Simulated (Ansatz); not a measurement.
`F/C=N/P`, charge 0, multiplicity 1.

Q: Give a relaxed structure at PBE0-D4/def2-TZVP (the Gaussian-basis code of Ansatz). (Best estimate.)

A: Computed: 
```xyz
7

F     0.325   -2.076    1.276
C     0.444   -1.081    0.405
N    -0.352   -0.126    0.427
P    -0.077    1.107   -0.773
H     1.292   -1.256   -0.263
H    -1.432    1.223   -1.184
H    -0.200    2.210    0.112
```
Point group Cs.
